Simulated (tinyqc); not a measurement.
ROHF in the sto-6g basis, for BH, spin multiplicity 3, step by step. This run ends on a higher stationary point, not on the lowest solution. One step of it, computed by the program tinyqc.

Question. Iteration 2: building the Fock matrix. J_ij = sum D_kl (ij|kl) with D = D(alpha) + D(beta), K_ij = sum D_kl (ik|jl) for each spin; F = H + J - K(s); E = tr D H + tr D J / 2 - 0.5 sum_s tr D(s) K(s) + E_nn.

D(alpha) after iteration 1, lower triangle:
```
            1B 1s      1B 2s    1B 2px    1B 2py     1B 2pz     2H 1s
1B 1s    1.076155
1B 2s   -0.288126   1.090671
1B 2px   0.000000   0.000000  0.000000
1B 2py   0.000000   0.000000  0.000000  0.000000
1B 2pz  -0.003943   0.018475  0.000000  0.000000   1.022444
2H 1s    0.026796  -0.125561  0.000000  0.000000  -0.152532  1.036626
```

D(beta) after iteration 1, lower triangle:
```
            1B 1s     1B 2s    1B 2px    1B 2py    1B 2pz     2H 1s
1B 1s    0.986621
1B 2s    0.022439  0.013258
1B 2px   0.000000  0.000000  0.000000
1B 2py   0.000000  0.000000  0.000000  0.000000
1B 2pz  -0.009937  0.026699  0.000000  0.000000  0.056969
2H 1s   -0.037617  0.102764  0.000000  0.000000  0.219240  0.843728
```

core Hamiltonian H = T + V (hartree), lower triangle:
```
             1B 1s      1B 2s     1B 2px     1B 2py     1B 2pz      2H 1s
1B 1s   -12.680928
1B 2s    -3.140703  -3.612000
1B 2px    0.000000   0.000000  -2.852592
1B 2py    0.000000   0.000000   0.000000  -2.852592
1B 2pz   -0.005523  -0.053624   0.000000   0.000000  -2.878722
2H 1s    -0.074550  -0.316128   0.000000   0.000000  -0.367024  -1.653087
```

Two-electron integrals (ij|kl) in chemists' order, unique and non-zero (hartree):
```
(11|11) 2.924993   (21|11) 0.480756   (21|21) 0.099484   (22|11) 0.743449
(22|21) 0.188967   (22|22) 0.544922   (31|31) 0.021096   (32|31) 0.030854
(32|32) 0.120443   (33|11) 0.743450   (33|21) 0.188967   (33|22) 0.544922
(33|33) 0.587109   (41|41) 0.021096   (42|41) 0.030854   (42|42) 0.120443
(43|43) 0.031641   (44|11) 0.743450   (44|21) 0.188967   (44|22) 0.544922
(44|33) 0.523827   (44|44) 0.587109   (51|51) 0.021096   (52|51) 0.030854
(52|52) 0.120443   (53|53) 0.031641   (54|54) 0.031641   (55|11) 0.743450
(55|21) 0.188967   (55|22) 0.544922   (55|33) 0.523827   (55|44) 0.523827
(55|55) 0.587109   (61|11) 0.011513   (61|21) 0.002320   (61|22) 0.004409
(61|33) 0.004385   (61|44) 0.004385   (61|51) 0.000185   (61|52) 0.000362
(61|55) 0.004455   (61|61) 0.000056   (62|11) 0.048414   (62|21) 0.012647
(62|22) 0.042974   (62|33) 0.041682   (62|44) 0.041682   (62|51) 0.001382
(62|52) 0.009730   (62|55) 0.045558   (62|61) 0.000317   (62|62) 0.006287
(63|31) 0.000960   (63|32) 0.005053   (63|53) 0.001561   (63|63) 0.000470
(64|41) 0.000960   (64|42) 0.005053   (64|54) 0.001561   (64|64) 0.000470
(65|11) 0.055112   (65|21) 0.014526   (65|22) 0.051378   (65|33) 0.049076
(65|44) 0.049076   (65|51) 0.002245   (65|52) 0.015151   (65|55) 0.055984
(65|61) 0.000374   (65|62) 0.008627   (65|65) 0.012099   (66|11) 0.236404
(66|21) 0.062616   (66|22) 0.235730   (66|33) 0.227503   (66|44) 0.227503
(66|51) 0.005508   (66|52) 0.052646   (66|55) 0.252185   (66|61) 0.001561
(66|62) 0.052429   (66|65) 0.076447   (66|66) 0.774999
```

nuclear repulsion = 1.18225472 hartree

Give: Coulomb J; exchange K(alpha); exchange K(beta); F(alpha); F(beta); total energy of this density.

Answer.

Coulomb J (hartree), lower triangle:
```
         1B 1s   1B 2s  1B 2px  1B 2py  1B 2pz   2H 1s
1B 1s   7.8508
1B 2s   1.4705  3.0710
1B 2px  0.0000  0.0000  3.0325
1B 2py  0.0000  0.0000  0.0000  3.0325
1B 2pz  0.0128  0.1106  0.0000  0.0000  3.1479
2H 1s   0.0352  0.2900  0.0000  0.0000  0.3694  2.4565
```

exchange K(alpha) (hartree), lower triangle:
```
         1B 1s   1B 2s  1B 2px  1B 2py  1B 2pz   2H 1s
1B 1s   3.0008
1B 2s   0.5114  0.7091
1B 2px  0.0000  0.0000  0.1674
1B 2py  0.0000  0.0000  0.0000  0.1674
1B 2pz  0.0000  0.0039  0.0000  0.0000  0.7284
2H 1s   0.0131  0.0773  0.0000  0.0000  0.1000  0.7864
```

exchange K(beta) (hartree), lower triangle:
```
          1B 1s   1B 2s  1B 2px  1B 2py  1B 2pz   2H 1s
1B 1s    2.9097
1B 2s    0.4980  0.1382
1B 2px   0.0000  0.0000  0.0276
1B 2py   0.0000  0.0000  0.0000  0.0276
1B 2pz  -0.0005  0.0418  0.0000  0.0000  0.0949
2H 1s    0.0128  0.0858  0.0000  0.0000  0.1336  0.6994
```

F(alpha) (hartree), lower triangle:
```
          1B 1s    1B 2s  1B 2px  1B 2py   1B 2pz   2H 1s
1B 1s   -7.8310
1B 2s   -2.1817  -1.2501
1B 2px   0.0000   0.0000  0.0125
1B 2py   0.0000   0.0000  0.0000  0.0125
1B 2pz   0.0072   0.0531  0.0000  0.0000  -0.4591
2H 1s   -0.0525  -0.1034  0.0000  0.0000  -0.0977  0.0170
```

F(beta) (hartree), lower triangle:
```
          1B 1s    1B 2s  1B 2px  1B 2py   1B 2pz   2H 1s
1B 1s   -7.7399
1B 2s   -2.1682  -0.6792
1B 2px   0.0000   0.0000  0.1522
1B 2py   0.0000   0.0000  0.0000  0.1522
1B 2pz   0.0078   0.0151  0.0000  0.0000   0.1743
2H 1s   -0.0522  -0.1118  0.0000  0.0000  -0.1313  0.1040
```

total energy of this density = -24.508367 hartree
